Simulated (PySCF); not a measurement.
## How good is the calculation?

Atom-mapped SMILES (the numbers label the heavy atoms): `[F:1][C:2]([F:3])=[C:4]([F:5])[F:6]`.

Theory: spin–spin couplings from B3LYP/pcJ-2, structure optimised with PBE0-D3(BJ)/def2-TZVP, shielding tensors at B97-2/pcSseg-2 (GIAO), in PySCF (relativity neglected, a single conformation, in vacuum, one averaged value for each set of equivalent atoms).

Reference values: measured (G. Saielli, R. Bini, A. Bagno, Computational 19F NMR. 2. Organic compounds, RSC Adv. 2014, ESI (exp. from Berger-Braun-Kalinowski 1994 and Everett 1995)).
| atoms | quantity | reference | computed | computed, scaled |
| --- | --- | --- | --- | --- |
| F1/F3/F5/F6 | δ ¹⁹F vs CFCl3 | -134.0 | -137.4 | -133.8 |

Reference values: measured (gas, 300 K; M. E. Harding, PhD thesis, Mainz 2008 (Harding, Lenhart, Auer, Gauss, JCP 2008, 128, 244111)).
| atoms | quantity | reference | computed |
| --- | --- | --- | --- |
| F1/F3/F5/F6 | σ ¹⁹F | 330.4 | 313.4 |

Absolute shieldings are compared as such; zero-point and thermal motion, absent here, lowers them by some tenths of a ppm for H, a few ppm for C and up to about 10 ppm for F.

Computed shifts are σ(ref) − σ with the named reference compound (TMS for H and C) calculated as an isolated molecule at the same level. The measured values may be among those fitted. Shieldings were converted by a linear fit to measured shifts: ¹⁹F: δ = 160.24 − 0.938σ +9.4 on sp3 carbon (rms 4.8 ppm, 130 shifts, 5.6 ppm with the 3 outliers that the fit left out vs CFCl3, solution or neat liquid). A few per cent of atoms miss by over 2 rms, more outside the fitted compound classes.

Coupling constants in Hz:
```tsv
coupling	reference	computed	source
²J(F1,F3)	124.0	40.6	measured; Jessen and Sauer, arXiv:2312.00705
³J(F1,F5)	73.3	102.7	measured; Jessen and Sauer, arXiv:2312.00705
³J(F1,F6)	-114.0	-143.6	measured; Jessen and Sauer, arXiv:2312.00705
```

5 of the 13 published NMR values on file for this molecule are compared. The rest: values from further sources, other calculations.
